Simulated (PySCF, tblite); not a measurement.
**Complex of Li+ and 3 × water**

A gas-phase complex of Li+ and 3 × water; charge +1, singlet. The structure comes from a short search (6 tight-binding starts) and was relaxed by PBE0-D3(BJ)/def2-TZVPD; another way of binding may lie lower. No frequency run checks that it is a minimum.

```
part   name  SMILES  atoms  charge  multiplicity
   1    Li+   [Li+]      1      +1             1
   2  water       O    2–4       0             1
   3  water       O    5–7       0             1
   4  water       O   8–10       0             1
```

```xyz
10

Li    0.906    0.982   -0.147
O     0.109    2.183   -1.362
H    -0.823    2.420   -1.389
H     0.530    2.689   -2.063
O     2.444   -0.002   -0.621
H     2.726   -0.272   -1.500
H     3.106   -0.346   -0.013
O     0.144    0.729    1.567
H    -0.141   -0.104    1.958
H    -0.024    1.403    2.234
```
Atoms count from 1 in this order.

Contacts between parts, classed by geometry: Li1···O2 1.885 Å (ion contact); Li1···O5 1.885 Å (ion contact); Li1···O8 1.893 Å (ion contact).

Interaction energies are complex less parts, with the parts frozen as they stand in it; counterpoise-corrected, in kcal/mol (PySCF).

Q: How strongly do the parts interact, level by level?

A: 
| level | interaction | superposition error removed |
| --- | --- | --- |
| wB97M-D3(BJ)/def2-TZVPD | -88.41 | -0.19 |
| PBE0-D3(BJ)/def2-TZVPD | -89.11 | -0.18 |

Q: What holds them together? Decompose the wB97M-D3(BJ)/def2-TZVPD energy: frozen parts, their antisymmetrised product, then relaxation.

A: electrostatic -87.6, Pauli repulsion +28.9, orbital relaxation -27.6, dispersion correction -2.3 kcal/mol, which sum to the value before the counterpoise correction; the Pauli term holds the exchange-correlation of the frozen density too. Of the attraction, 75 % is electrostatic, 24 % is orbital relaxation, 2 % is dispersion correction.

Q: Are the pair energies additive?

A: The pairs sum to -99.48 kcal/mol (1–2 -34.8, 1–3 -34.8, 1–4 -34.8, 2–3 1.7, 2–4 1.6, 3–4 1.6); the rest of +11.07 is a many-body weakening.

The parts were also relaxed and run alone, at the levels used for the complex: shieldings by PBE0/pcSseg-2; core levels by delta-SCF with SCAN, pcX-2 on the ionised atom and pcseg-1 elsewhere, spin-free X2C.

Q: What does binding change?

A: 
```csv
property,alone,in the complex,change
shielding of Li1 (ppm),95.2,90.5,-4.7
shielding of O2 (ppm),329.1,325.5,-3.6
shielding of O5 (ppm),329.1,325.4,-3.8
O2 1s core level (eV),539.76,545.17,+5.41
O8 1s core level (eV),539.76,545.20,+5.44
```

The 5 runs behind this took 77 s in all, one thread each of AMD EPYC 9R45 96-Core on a shared host, launched as `OMP_NUM_THREADS=1 python cluster_run.py task.json out`.
